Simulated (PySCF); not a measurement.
## Which determinant of F2 lies lowest?

Unrestricted PBE0; PySCF, no relativity, basis sets F def2-TZVP. Outer shells of the fragments: F 2s2 2p5; F 2s2 2p5.

Followed along the bond (rough minima from three points):

| 2Ms+1 | unpaired | ⟨S²⟩ at the start | R at minimum (Å) | Te (eV) |
| --- | --- | --- | --- | --- |
| 1 | none | 0.00 | 1.38 | 0.00 |
| 3 | σ ↑, π ↑ | 2.01 | none in the scan | ≤ 2.74 |

Solutions found at the starting distance of 1.230 Å, counted from the lowest of them; the search is not exhaustive and high or unbound solutions are not listed, so other states can lie among these:

| 2Ms+1 | unpaired | term | E (eV) | ⟨S²⟩ | ⟨Lz²⟩ |
| --- | --- | --- | --- | --- | --- |
| 1 | none | ¹Σ⁺ | 0.00 | 0.00 | 0.00 |
| 3 | σ ↑, π ↑ | ³Π | 6.20 | 2.01 | 1.00 |

A term symbol is given only where ⟨S²⟩ and ⟨Lz²⟩ are close to those of a pure state; real π, δ and φ orbitals otherwise mix terms, and g/u labels are left off.

Counting both spins, an empty level lies below a filled one in some of these solutions, because spin and occupation are held.
